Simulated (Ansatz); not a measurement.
Consider the hydrogenolysis of a B–Cl bond: `ClBCl` + H₂ → `BCl` + HCl.

Gas-phase electronic energies from Ansatz, PBE0-D4/def2-TZVP geometries. CCSD(T)/CBS is extrapolated from def2-TZVPP and def2-QZVPP, frozen cores. DFT in def2-TZVPP. B3LYP here is the variant with VWN-RPA as its local correlation; programs differ in this. HSE06 is defined as in plane-wave codes.

| level | ΔE (kJ/mol) | difference from CCSD(T)/CBS |
| --- | --- | --- |
| PBE-D4 | 80.0 | 9.2 |
| r2SCAN-D4 | 80.1 | 9.3 |
| PBE-QIDH | 72.3 | 1.5 |
| r2SCAN | 79.4 | 8.6 |
| B3LYP | 66.0 | -4.8 |
| HSE06 | 71.4 | 0.6 |
| HF/def2-SVP | 54.8 | -16.0 |
| MP2/def2-TZVPP | 77.3 | 6.5 |
| CCSD(T)/def2-TZVPP | 68.4 | -2.4 |
| CCSD/def2-QZVPP | 64.0 | -6.8 |
| HF/CBS(def2) | 48.3 | -22.5 |
| CCSD/cc-pV(D+d)Z | 63.7 | -7.1 |
| CCSD/cc-pV(T+d)Z | 63.0 | -7.8 |
| MP2/cc-pV(Q+d)Z | 78.1 | 7.3 |
| MP2/CBS(cc) | 78.9 | 8.1 |
| CCSD(T)/CBS(cc) | 70.5 | -0.3 |
| CCSD(T)/CBS | 70.8 | 0 |

Largest T1 diagnostic among the species: 0.012.

In def2-TZVPP, CCSD(T) changes the Hartree–Fock value by +19.5 kJ/mol (the triples alone add +5.5 kJ/mol) and MP2 by +28.3 kJ/mol. From PBE to PBE0 (25 % exact exchange), in def2-TZVPP and without D4, ΔE moves by −5.4 kJ/mol. The D4 term adds +5.7 kJ/mol with B3LYP and +2.9 kJ/mol with PBE0; it sums over pairs of atoms, weighted by their polarisabilities, and B3LYP, whose exchange is more repulsive, gets the larger term.
